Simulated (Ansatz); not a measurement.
This script drives the Ansatz DFT code, driven from Python.

`relaxed_scan_bfh3.py`
```python
"""One bond of BFH3(-) held at set lengths while the rest relaxes."""

import logging
import sys

import ansatz as az
import numpy as np

logging.basicConfig(stream=sys.stdout, format="%(levelname)s %(message)s")
log = logging.getLogger("run")
log.setLevel(logging.INFO)

BASIS = "def2-SVP"
FUNCTIONAL = "PBE0"
NET_CHARGE = -1


def main() -> None:
    geometry = (
        az.Crystal.molecule()
        .atom("B", (-0.0516, 0.0099, 0.0018))
        .atom("F", (1.3753, -0.2644, -0.0483))
        .atom("H", (-0.3872, 0.1616, 1.1346))
        .atom("H", (-0.2877, 0.9992, -0.6181))
        .atom("H", (-0.6488, -0.9063, -0.4699))
    )

    base = (
        geometry.calculation()
        .basis(gaussian=BASIS)
        .functional(FUNCTIONAL)
        .charge(NET_CHARGE)
    )
    symbols = [site.symbol for site in geometry.cartesian_sites]
    pairs = [(0, 1), (0, 2), (0, 3), (0, 4)]
    print("held (A)   E (eV)        ", "  ".join(f"{symbols[i]}{i}-{symbols[j]}{j}" for i, j in pairs))
    for length in [1.1, 1.19, 1.29, 1.43, 1.61]:
        rep = base.relax(constraints=[az.DistanceConstraint((0, 4), at=length)], force_tolerance=0.02, max_steps=60).run().report
        xyz = np.array(rep["positions_ang"])
        print(f"{length:6.2f} {rep['free_energy_ev']:14.5f}  ", "  ".join(f"{np.linalg.norm(xyz[i] - xyz[j]):.3f}" for i, j in pairs))


if __name__ == "__main__":
    main()
```

It is started by `python relaxed_scan_bfh3.py`. Estimate its wall time and peak memory on 1 thread of Arm Neoverse V2 (shared host).

It took about 19 s, with a peak of 0.18 GiB, for 5 runs of the engine.

```console
$ python relaxed_scan_bfh3.py
held (A)   E (eV)         B0-F1  B0-H2  B0-H3  B0-H4
DeckWarning: relax.constraints: the input's atoms, or those drawn, lie off the distances that are held; a relaxation that starts there is brought onto them ahead of its first SCF, by positions alone, [...]
  1.10    -3436.75375   1.448  1.269  1.269  1.100
  1.19    -3437.00031   1.443  1.266  1.266  1.190
  1.29    -3437.04616   1.436  1.263  1.263  1.290
  1.43    -3436.88416   1.426  1.258  1.258  1.430
  1.61    -3436.50971   1.412  1.250  1.250  1.610
```
(Warnings from the package without file and line, shortened, repeats left out.)

The settings weren't tested for convergence. The energies are electronic: no zero-point or thermal terms, and the basis set is short of its limit. Anions want diffuse functions, which this basis lacks.
